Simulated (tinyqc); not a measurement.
Inside a calculation. Method: Pariser-Parr-Pople SCF with singles CI, for the molecule C1=CC=C1 (SMILES; centres numbered as the heavy atoms are written). One step of it, computed by the program tinyqc.

Question. Iteration 3: Fock matrix. F_rr = H_rr + P_rr gamma_rr / 2 + sum_(s != r) P_ss gamma_rs; F_rs = H_rs - P_rs gamma_rs / 2; E = tr P (H + F) / 2 + core repulsion sum_(r<s) z_r z_s gamma_rs.

P after iteration 2, lower triangle:
```
,1C,2C,3C,4C
1C,1.441283
2C,0.496540,0.558717
3C,-0.558717,0.496540,1.441283
4C,0.496540,0.558717,0.496540,0.558717
```

core matrix H (eV), lower triangle:
```
,1C,2C,3C,4C
1C,-26.249286
2C,-2.390000,-26.249286
3C,0.000000,-2.390000,-26.249286
4C,-2.390000,0.000000,-2.390000,-26.249286
```

repulsion gamma_rs (eV), lower triangle:
```
,1C,2C,3C,4C
1C,11.130000
2C,5.345397,11.130000
3C,4.398492,5.345397,11.130000
4C,5.345397,4.398492,5.345397,11.130000
```

Centres (angstrom, eV; a flat drawing with bonds scaled to 1.40 angstrom):
```
centre,x,y,core charge z,W,gamma_rr
1C,0.990000,0.000000,1,11.160000,11.130000
2C,0.000000,0.990000,1,11.160000,11.130000
3C,-0.990000,0.000000,1,11.160000,11.130000
4C,0.000000,-0.990000,1,11.160000,11.130000
```

Give: F; pi energy.

Answer.

F (eV), lower triangle:
```
,1C,2C,3C,4C
1C,-5.916
2C,-3.717,-5.274
3C,1.229,-3.717,-5.916
4C,-3.717,-1.229,-3.717,-5.274
```

pi energy = -47.296 eV
